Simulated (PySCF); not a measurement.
All values below come from PySCF with PBE0-D4/def2-TZVP. Gas-phase values, no solvent. 

Reference species (SMILES): `[CH2]C#N` (neutral, multiplicity 2).

```yaml
highest_occupied_spin_orbital: -7.78 eV
```

Changed species: `[F]` (radical fragment; the reference has radical fragment).

Problem. Give the shifts of the highest occupied spin orbital.

Solution. the highest occupied spin orbital decreases by 4.68 eV, to -12.46 eV.
